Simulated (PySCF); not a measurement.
**USCS-MP2/aug-cc-pVTZ run of Si2 (SMILES [Si]=[Si])**

Aim: the vertical electron affinity of Si2 at USCS-MP2/aug-cc-pVTZ, from 2 runs. Input form: a Python script.

The calculation is run with PySCF 2.14.0.

4 further runs of the same task are left out: 4 set aside as unsound or not needed.

## Step 1: The molecule

Si2 has 2 atoms, charge 0, and is taken as a triplet. As SMILES, `[Si]=[Si]`. The coordinates come from a GFN2-xTB relaxation.

Bond lengths: Si1–Si2 2.174 Å.

## Step 2: A single-point energy at USCS-MP2/aug-cc-pVTZ

The input, job.py:

```python
from pyscf import gto, mp

molecule = gto.M(
    atom='''
Si   0.000000   0.000000   0.000000
Si   0.000000   0.000000   2.174210
''',
    verbose=3,
    basis='aug-cc-pvtz',
    spin=2,
    charge=0,
    max_memory=1860,
)

hf = molecule.UHF()
hf.conv_tol = 1e-10
hf.kernel()
if not hf.converged:
    hf = hf.newton().run(hf.mo_coeff, hf.mo_occ)

pt = mp.MP2(hf, frozen=10).run()
e_tot = hf.e_tot + 1.2 * pt.e_corr_os + pt.e_corr_ss / 3
print('E(%s) = %.9f' % ('SCS-MP2', e_tot))
```

Command:

```
$ OMP_NUM_THREADS=1 python job.py
```

Standard output:

```text
WARN: HOMO -0.13396548694407 >= LUMO -0.150281756051635

converged SCF energy = -577.758837029559  <S^2> = 2.0288595  2S+1 = 3.0191784
E(UMP2) = -577.938130482182  E_corr = -0.179293452623201
E(SCS-UMP2) = -577.93822668702  E_corr = -0.179389657461361
E(SCS-MP2) = -577.938226687
```

Wall time 3.3 s (1 thread of Arm Neoverse V2, shared host); peak memory 0.23 GiB.

## Step 3: The doublet anion, same level

The input, input.py:

```python
from pyscf import gto, mp

system = gto.M(
    atom='''
Si       0.000000       0.000000       0.000000
Si       0.000000       0.000000       2.174210
''',
    verbose=3,
    charge=-1,
    spin=1,
    max_memory=1860,
    basis='aug-cc-pvtz',
)

myscf = system.UHF()
myscf.conv_tol = 1e-10
myscf.kernel()
if not myscf.converged:
    myscf = myscf.newton().run(myscf.mo_coeff, myscf.mo_occ)

pt = mp.MP2(myscf, frozen=10).run()
etot = myscf.e_tot + 1.2 * pt.e_corr_os + pt.e_corr_ss / 3
print('Final energy', etot)
```

Command:

```
$ OMP_NUM_THREADS=1 python input.py
```

Standard output:

```text
converged SCF energy = -577.79632749056  <S^2> = 0.7907426  2S+1 = 2.0403359
E(UMP2) = -578.021726079332  E_corr = -0.225398588772342
E(SCS-UMP2) = -578.019356524788  E_corr = -0.223029034228066
Final energy -578.0193565247879
```

It took 3.3 s on 1 thread of Arm Neoverse V2, shared host; peak memory 0.23 GiB.

## Step 4: Outcome

At USCS-MP2/aug-cc-pVTZ, 10 core orbitals frozen:

| quantity | value |
| --- | --- |
| triplet Si2: total energy | -577.93823 Eh |
| triplet Si2: dipole moment (Hartree–Fock density) | 0.00 D |
| triplet Si2: HOMO energy (Hartree–Fock orbitals) (highest over α and β) | -7.35 eV |
| triplet Si2: LUMO energy (Hartree–Fock orbitals) (lowest over α and β) | -0.62 eV |
| triplet Si2: correlation energy (10 core orbitals frozen) | -179.4 mEh |
| triplet Si2: ⟨S²⟩ of the reference determinant | 2.029 |
| doublet anion: total energy | -578.01936 Eh |
| doublet anion: HOMO energy (Hartree–Fock orbitals) (highest over α and β) | -1.89 eV |
| doublet anion: LUMO energy (Hartree–Fock orbitals) (lowest over α and β) | 3.68 eV |
| doublet anion: correlation energy (10 core orbitals frozen) | -223.0 mEh |
| doublet anion: ⟨S²⟩ of the reference determinant | 0.791 |
| vertical electron affinity (to the doublet anion) | 2.208 eV |

**Reading.** At fixed nuclei the extra electron is bound by 2.21 eV (213 kJ/mol).
